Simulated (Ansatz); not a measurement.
**AlNH₃ radical (SMILES [NH][AlH2]): single points off equilibrium**

The task here is to estimate one member of a computed series from the others.

Program: Ansatz 0.2.0, Gaussian basis. Level of theory: single points in def2-TZVPP. These are calculated values, not measurements.

Correlated methods freeze the cores. Orbitals are unrestricted.

### Where the work starts

SMILES `[NH][AlH2]`, 5 atoms, charge 0, spin multiplicity 2.

Atoms are counted from 1 here; the program's logs count them from 0.

Bond lengths: N1–Al2 1.783 Å, N1–H3 0.991 Å, Al2–H4 1.605 Å, Al2–H5 1.639 Å. Angles: Al2–N1–H3 141.9°, N1–Al2–H4 105.5°, N1–Al2–H5 111.4°, H4–Al2–H5 142.3°.

Geometry (Å):

| atom | x (Å) | y (Å) | z (Å) |
| --- | --- | --- | --- |
| N1 | 0.47765 | -0.77846 | 0.81446 |
| Al2 | -0.22965 | 0.36412 | -0.35768 |
| H3 | 1.15166 | -1.50108 | 0.89026 |
| H4 | -1.43012 | -0.43440 | -1.06397 |
| H5 | 0.40680 | 1.86475 | -0.18968 |

Set-up of the first run:

run/in.yaml reads:

```yaml
crystal:
  periodic: [false, false, false]
  atoms:
    - {symbol: N, position_ang: [0.477655, -0.778465, 0.814456]}
    - {symbol: Al, position_ang: [-0.229653, 0.364116, -0.357681]}
    - {symbol: H, position_ang: [1.151660, -1.501080, 0.890258]}
    - {symbol: H, position_ang: [-1.430118, -0.434402, -1.063974]}
    - {symbol: H, position_ang: [0.406800, 1.864753, -0.189685]}
basis:
  gaussian: {orbitals: def2-TZVPP}
magnetization: {spin_polarized: true, initial_magnetization: 1}
hamiltonian: {xc: pbe, dispersion: d4}
output: {forces: true}
```

Launch:

```console
> ansatz run in.yaml --threads 2 --pin off --events-out ev --progress --plain --max-ram 3481MiB
```

Among the steps run: PBE-D4/def2-TZVPP; r2SCAN-D4/def2-TZVPP; PBE0-D4/def2-TZVPP; wB97M-V/def2-TZVPP; CCSD(T)/def2-TZVPP.

One of the session's tables, all rows but one given; the rest of the session is left out.

| method | RMS force component (eV/Å) | angle to CCSD(T) forces (°) | dipole (D) |
| --- | --- | --- | --- |
| PBE-D4 | 0.558 | 18.0 | 1.14 |
| r2SCAN-D4 | 0.493 | 10.5 | 1.16 |
| PBE0-D4 | 0.484 | 10.1 | 1.20 |
| wB97M-V | ? | ? | ? |
| CCSD(T) | 0.453 | reference | 1.21 |

Q: Estimate the row for wB97M-V from the others.

The run gave: RMS force component (eV/Å): 0.483; angle to CCSD(T) forces (°): 7.1; dipole (D): 1.25. In the column «RMS force component (eV/Å)» it lies between CCSD(T) (0.453) and PBE0-D4 (0.484).
